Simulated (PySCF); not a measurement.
Level sweep

Compound: C4H7Cl.
SMILES: `C[C@@H]1C[C@H]1Cl`

PySCF, dipoles from the SCF density, polarisabilities from static response with core orbitals frozen. Isolated species at its PBE0-D3(BJ)/def2-SVP geometry, gas phase.

The anisotropy is √(½[(α1 − α2)² + (α2 − α3)² + (α3 − α1)²]).

| level | μ (D) | α (Å³) | anisotropy (Å³) |
| --- | --- | --- | --- |
| LDA/def2-SVPD | 2.125 | 9.55 | 2.94 |
| PBE/def2-SVPD | 2.107 | 9.46 | 2.94 |
| B3LYP/def2-SVPD | 2.135 | 9.22 | 2.80 |
| PBE0/def2-SVPD | 2.169 | 9.12 | 2.77 |
| BHandHLYP/def2-SVPD | 2.203 | 8.92 | 2.66 |
| CAM-B3LYP/def2-SVPD | 2.160 | 9.07 | 2.68 |
| wB97X-D/def2-SVPD | 2.203 | 9.05 | 2.67 |
| LC-wPBE/def2-SVPD | 2.193 | 8.81 | 2.55 |
| HF/def2-SVPD | 2.310 | 8.65 | 2.52 |
| PBE0/6-31G* | 2.146 | 7.33 | 2.75 |
| PBE0/6-31+G* | 2.173 | 8.37 | 2.78 |
| PBE0/def2-SVP | 1.929 | 7.43 | 2.51 |
| PBE0/aug-cc-pVDZ | 2.142 | 9.26 | 2.89 |
| PBE0/def2-TZVP | 2.043 | 8.67 | 2.91 |
| PBE0/def2-TZVPD | 2.110 | 9.32 | 2.88 |

The dipole runs from 1.93 D (PBE0/def2-SVP) to 2.31 D (HF/def2-SVPD). No reference polarisability is at hand; against PBE0 in the largest diffuse basis at hand (def2-TZVPD) the other PBE0 rows deviate by 6-31G* -21%, 6-31+G* -10%, def2-SVP -20%, def2-SVPD -2%, aug-cc-pVDZ -1%, def2-TZVP -7%. In one basis (def2-SVPD) the functionals order the polarisability from HF (lowest) to LDA (highest), a spread of 10%. With PBE0 the polarisability is 7.81 Å³ without diffuse functions (mean of 6-31G*, def2-SVP and def2-TZVP) and 9.02 Å³ with them (mean of 6-31+G*, def2-SVPD, aug-cc-pVDZ and def2-TZVPD).
